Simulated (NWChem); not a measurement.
# chloroform (CHCl₃); SMILES ClC(Cl)Cl

Computed with NWChem. Medium grid unless said otherwise, to which SCAN and Minnesota functionals are sensitive. Geometry: optimised at PBE-D3(BJ)/def2-SVP. Hybrids' shares of exact exchange are those that their runs print; pure functionals count as 0. The functionals differ in more than this share.

```csv
row,share of exact exchange,orbital gap (eV)
PBE/def2-SVP,0.00,5.72
PW91/def2-SVP,0.00,5.70
TPSSh/def2-SVP,0.10,withheld
B3LYP/def2-SVP,0.20,7.76
B97-2/def2-SVP,0.21,7.93
M06/def2-SVP,0.27,8.10
BHandHLYP/def2-SVP,0.50,10.90
M06-2X/def2-SVP,0.54,10.84
```

Question: Fit a straight line of the last column on the one before it, predict the withheld value, and compare with the run.

Answer: 
1. Means of the 7 shown rows: x = 0.246, y = 8.136. Slope Σ(x − x̄)(y − ȳ)/Σ(x − x̄)² = 2.714/0.2760 = 9.836; intercept 5.719.
2. The shown rows scatter about the line by 0.172 (root mean square); the largest residual is -0.27, at M06/def2-SVP.
3. At x = 0.10 (TPSSh/def2-SVP; inside the shown range) the line gives 6.70.
4. The run gives 6.97, +0.27 from the line, 1.6 times the scatter.
